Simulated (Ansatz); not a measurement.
Basis-set extrapolation for NO$_{2}$+ (`O=[N+]=O`) (PBE0-D4/def2-TZVP geometry, frozen core, the Gaussian-basis code of Ansatz). Multiplicity 1, RHF reference.

```
                     cc-pV(T+d)Z  cc-pV(Q+d)Z
                 HF  -203.767368  -203.782959
    MP2 correlation    -0.685183    -0.730456
CCSD(T) correlation    -0.690956    -0.733519
```

Energies in hartree. Use E(X) = E(∞) + A·exp(−5.46·√X) for Hartree–Fock and E(X) = E(∞) + B·X^(−3.05) for correlation, with X = 3 and 4.

Task: What is the CCSD(T) energy at the basis-set limit?

Result: HF limit: -203.782959 + (-0.015591) × 0.30130 = -203.78766. Correlation limit: -0.733519 + (-0.042563) × 0.71189 = -0.76382. Total: -204.55148 hartree, 58.5 kcal/mol below CCSD(T)/cc-pV(T+d)Z.
